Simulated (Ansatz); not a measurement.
# C4H9N: basis-set convergence

An exercise on one series of results from a longer session: the logs are not shown, and one member is left open.

Method: one geometry, several basis sets; program: Ansatz 0.2.0, Gaussian basis.

Plan: PBE0-D4/def2-SVP; ωB97M-V/def2-SVP; PBE0-D4/def2-QZVPP; ωB97M-V/def2-QZVPP; the functionals' def2-TZVPP values are taken from earlier runs.

## The geometry

All runs share one geometry, relaxed beforehand with PBE0-D4 in a triple-zeta def2 set.

SMILES `NC1CCC1`, 14 atoms, charge 0, spin multiplicity 1.

Atoms are counted from 1 here; the program's logs count them from 0.

Bond lengths: N1–C2 1.446 Å, N1–H6 1.014 Å, N1–H7 1.014 Å, C2–C3 1.537 Å, C2–C5 1.537 Å, C2–H8 1.101 Å, C3–C4 1.540 Å, C3–H9 1.092 Å, C3–H10 1.093 Å, C4–C5 1.540 Å, C4–H11 1.092 Å, C4–H12 1.090 Å, C5–H13 1.092 Å, C5–H14 1.093 Å. Angles: C2–N1–H6 110.4°, C2–N1–H7 110.4°, H6–N1–H7 106.6°, N1–C2–C3 116.8°, N1–C2–C5 116.8°, N1–C2–H8 113.8°, C3–C2–C5 88.2°, C3–C2–H8 109.2°, C5–C2–H8 109.2°, C2–C3–C4 88.2°, C2–C3–H9 118.3°, C2–C3–H10 109.5°, C4–C3–H9 118.6°, C4–C3–H10 111.2°, H9–C3–H10 109.4°, C3–C4–C5 88.0°, C3–C4–H11 111.8°, C3–C4–H12 117.8° and more.

The first run:

File in.yaml:

```yaml
crystal:
  periodic: [false, false, false]
  atoms:
    - {symbol: N, position_ang: [-1.210199, 0.380295, 1.440167]}
    - {symbol: C, position_ang: [-0.596989, -0.220509, 0.276198]}
    - {symbol: C, position_ang: [0.881946, -0.621373, 0.400377]}
    - {symbol: C, position_ang: [1.094662, -0.097361, -1.032435]}
    - {symbol: C, position_ang: [-0.194180, 0.729183, -0.863613]}
    - {symbol: H, position_ang: [-2.139298, 0.718100, 1.215307]}
    - {symbol: H, position_ang: [-1.322002, -0.308398, 2.175762]}
    - {symbol: H, position_ang: [-1.167082, -1.065472, -0.141280]}
    - {symbol: H, position_ang: [1.119610, -1.664673, 0.615867]}
    - {symbol: H, position_ang: [1.373396, 0.021766, 1.134174]}
    - {symbol: H, position_ang: [0.973900, -0.888687, -1.775144]}
    - {symbol: H, position_ang: [2.018985, 0.440308, -1.244887]}
    - {symbol: H, position_ang: [-0.866895, 0.828429, -1.717428]}
    - {symbol: H, position_ang: [0.021048, 1.718993, -0.454266]}
basis:
  gaussian: {orbitals: def2-SVP}
hamiltonian: {xc: pbe0, dispersion: d4}
output: {orbitals: {seedname: orbitals}}
```

Started as:

```
> ansatz run in.yaml --threads 4 --pin off --events-out ev --progress --plain --max-ram 10444MiB
```

Steps of the session up to this table: PBE0-D4 in def2-SVP; ωB97M-V in def2-SVP; PBE0-D4 in def2-QZVPP; ωB97M-V in def2-QZVPP.

One of the session's tables, all rows but one given; the rest of the session is left out.

It belongs to the step «Density functionals: the series». 

| functional | basis | HOMO (eV) | LUMO (eV) |
| --- | --- | --- | --- |
| PBE0-D4 | def2-SVP | ? | ? |
| PBE0-D4 | def2-TZVPP | -6.76 | 1.14 |
| PBE0-D4 | def2-QZVPP | -6.82 | 0.70 |
| ωB97M-V | def2-SVP | -8.93 | 3.48 |
| ωB97M-V | def2-TZVPP | -9.17 | 2.53 |
| ωB97M-V | def2-QZVPP | -9.22 | 1.83 |

**Question.** Estimate the row for PBE0-D4, def2-SVP.

As computed: HOMO (eV): -6.52; LUMO (eV): 1.83. In the column «HOMO (eV)» it is the highest.
